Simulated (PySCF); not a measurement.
Gas-phase reaction: 2 BH2F + 2 BF(OH)2 = 2 BF2OH + 3 H2 + B2O2

Energies from PySCF, thermal terms from the rigid-rotor harmonic-oscillator model, ideal gas at 1 bar. † marks an energy on the PBE0/def2-TZVP geometry and frequencies; other levels use their own. MP2 and CCSD(T) freeze the core. All species are closed-shell singlets. B3LYP is the form with VWN-RPA correlation. BH2F, BF(OH)2, BF2OH: computed as isolated molecules; such fragments, hydroxides, amides, oligomers or adducts are transient or little studied in the gas. MP2 isn't extrapolated to the basis-set limit. CCSD(T) isn't extrapolated to the basis-set limit. Warning, large T1 diagnostic: B2O2 (CCSD(T)/def2-TZVPP†).

| level | ΔH°(298 K), kJ |
|---|---|
| B3LYP/def2-TZVP† | 65 |
| CCSD(T)/def2-TZVPP† | (withheld) |
| MP2/def2-SVP† | (withheld) |
| PBE0/def2-TZVP | (withheld) |
| LDA/def2-TZVP† | 117 |
| ωB97X-V/def2-TZVP† | 98 |

Q: What belongs in the gaps?

A: 
- CCSD(T)/def2-TZVPP†, ΔH°(298 K), kJ: 76
- MP2/def2-SVP†, ΔH°(298 K), kJ: 26
- PBE0/def2-TZVP, ΔH°(298 K), kJ: 101
